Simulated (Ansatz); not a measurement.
# C4H7N, SMILES C=CC(C)=N: a single point from an input written key by key

Computed with the Ansatz DFT code, driven from Python.

Typed at the interpreter:
```pycon
>>> import ansatz as az
>>> import numpy as np
>>> deck = {
...     "crystal": {
...         "periodic": [False, False, False],
...         "atoms": [
...             {"symbol": "C", "position_ang": [-1.8204, 0.3324, -0.4831]},
...             {"symbol": "C", "position_ang": [-0.9249, -0.2879, 0.1773]},
...             {"symbol": "C", "position_ang": [0.4436, 0.2154, 0.1876]},
...             {"symbol": "C", "position_ang": [1.6534, -0.789, 0.0432]},
...             {"symbol": "N", "position_ang": [0.7926, 1.448, 0.3596]},
...             {"symbol": "H", "position_ang": [-2.8866, 0.0167, -0.5297]},
...             {"symbol": "H", "position_ang": [-1.6312, 1.2948, -1.0362]},
...             {"symbol": "H", "position_ang": [-1.0874, -1.2019, 0.6822]},
...             {"symbol": "H", "position_ang": [2.1449, -0.8496, 1.0251]},
...             {"symbol": "H", "position_ang": [2.257, -0.481, -0.7296]},
...             {"symbol": "H", "position_ang": [1.1694, -1.7863, -0.1797]},
...             {"symbol": "H", "position_ang": [-0.0333, 2.0331, 0.5174]},
...         ],
...     },
...     "basis": {"gaussian": {"orbitals": "def2-SVP"}},
...     "correlation": {"method": "mp2"},
...     "output": {"forces": True},
... }
>>> session = az.Session.from_dict(deck)
>>> report = session.plan(threads=1).execute().report

>>> for key in ("converged", "free_energy_ev", "reference_energy_ev", "n_frozen", "n_occupied", "n_virtual"):
...     print(f"{key:22s} {report[key]}")
...
converged              True
free_energy_ev         -5727.668248846645
reference_energy_ev    -5708.493366079903
n_frozen               5
n_occupied             [14, 14]
n_virtual              [86, 86]
>>> symbols = ["C", "C", "C", "C", "N", "H", "H", "H", "H", "H", "H", "H"]
>>> print("correlation energy", round(report["free_energy_ev"] - report["reference_energy_ev"], 5), "eV")
correlation energy -19.17488 eV
>>> cluster = report["correlation"].get("coupled_cluster")
>>> if cluster:
...     print("cycles", cluster["cycles"], " T1 diagnostic", round(cluster["t1_diagnostic"], 4), " largest double", round(cluster["largest_double"], 4))
...
>>> field = report["mean_field"]
>>> print("<S^2> =", round(abs(field["state"]["spin_squared"]), 4), " all-electron relativity setting:", field["relativity"])
<S^2> = 0.0  all-electron relativity setting: none
>>> print("passes:", field["passes"])
passes: {'evaluations': 11, 'products': 28}
>>> if "symmetry" in field:
...     print("occupied orbitals by irrep:", field["symmetry"]["occupied"])
...
occupied orbitals by irrep: [{'A': 19}, {'A': 19}]
>>> print("forces (eV/A)")
forces (eV/A)
>>> for symbol, f in zip(symbols, report["forces_ev_ang"]):
...     print(f"  {symbol:2s} {f[0]:9.4f} {f[1]:9.4f} {f[2]:9.4f}")
...
  C    -4.7861    3.1744   -2.9996
  C     3.4335   -1.2337    1.5021
  C     2.8025    0.3262    0.3925
  C    -4.5573   -1.2081    2.2543
  N    -0.0380   -0.3142   -0.1367
  H     0.6730   -0.0073    0.0850
  H     0.0897   -0.9619    0.5025
  H    -0.4613   -1.3006    0.6511
  H     0.2593    0.0460   -0.2732
  H     1.9190    0.8340   -2.0028
  H     0.9037    0.6490    0.0568
  H    -0.2380   -0.0038   -0.0319
>>> charges = report["charge_distribution"]
>>> dipole = np.array(charges["dipole_moment_e_ang"]) * 4.803205
>>> print("dipole (D): {:.3f} {:.3f} {:.3f}, length {:.3f}".format(*dipole, np.linalg.norm(dipole)))
dipole (D): -1.804 -1.167 -0.089, length 2.150
>>> print("atom  Mulliken   Lowdin")
atom  Mulliken   Lowdin
>>> for symbol, m, l in zip(symbols, charges["mulliken_charges_e"], charges["lowdin_charges_e"]):
...     print(f"{symbol:4s} {m:9.3f} {l:8.3f}")
...
C       -0.081    0.023
C       -0.000   -0.058
C       -0.159   -0.163
C        0.022    0.051
N       -0.167    0.099
H        0.056    0.016
H        0.059    0.020
H        0.033    0.015
H        0.066    0.019
H        0.050   -0.011
H        0.025    0.009
H        0.096   -0.020
```

Total energies depend on the basis set; only differences at equal settings carry meaning. The geometry is a force-field or estimated start, not a minimum of this method, and the basis set is short of its limit. The Löwdin charges here are taken after orthogonalising the functions within each atom; they differ from plain Löwdin charges, and their signs can be unphysical. The whole script took 4.7 s on 1 thread of Arm Neoverse V1 (shared host), peak memory 0.29 GiB.

(Lines on the test bed's own set-up are left out of the output.)
